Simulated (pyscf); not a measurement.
H₂N–SiH₂–OH + hydrogen fluoride (HF) → H₂N–SiH₂–F + water (H₂O), a four-centre exchange (singlet surface; O–Si, F–H broken, F–Si, H–O formed). PySCF, gas phase, ωB97X-D3(BJ)/def2-SVP geometries. MP2 and CC: frozen core, UHF for open shells. ΔMP2 is the change of the MP2 total energy from the triple- to the quadruple-zeta basis. Energies in kcal/mol from the separated reactants.

AM1 to PM7: differences of heats of formation from MOPAC, which are fitted to 298 K values and so differ in kind from electronic energies by zero-point and thermal terms. 

Task: In single points PM6 puts the saddle at 20.4 kcal/mol and the reaction energy at -12.8 kcal/mol. Should these be trusted to within a few kcal/mol? Compare with CCSD(T)/def2-TZVPP + ΔMP2(QZVPP).

Result: CCSD(T)/def2-TZVPP + ΔMP2(QZVPP) gives ΔE‡ = 14.5 kcal/mol and ΔE = -11.5 kcal/mol. PM6 lies 5.9 kcal/mol over it in the barrier and 1.2 kcal/mol under it in the reaction energy, so on this step it does not hold to within 3.0 kcal/mol. CCSD(T)/def2-TZVPP + ΔMP2(QZVPP) has limits of its own. On the reactant side the descent ends in a bound adduct, 9.3 kcal/mol under the separated species and 20.9 kcal/mol under the saddle at ωB97X-D3(BJ)/def2-TZVP. At ωB97X-D3(BJ)/def2-TZVP the barrier from the zero used here is 11.5 kcal/mol. The same reactants have a lower exit, to HO–SiH₂–F + NH₃ (barrier +1.8 kcal/mol at ωB97M-D3(BJ)/def2-TZVP, against +11.1 kcal/mol here). This is the saddle that the search found; another between the same sides may lie lower. The CCSD(T) − MP2 part came from Ansatz, without density fitting, on the same reference.
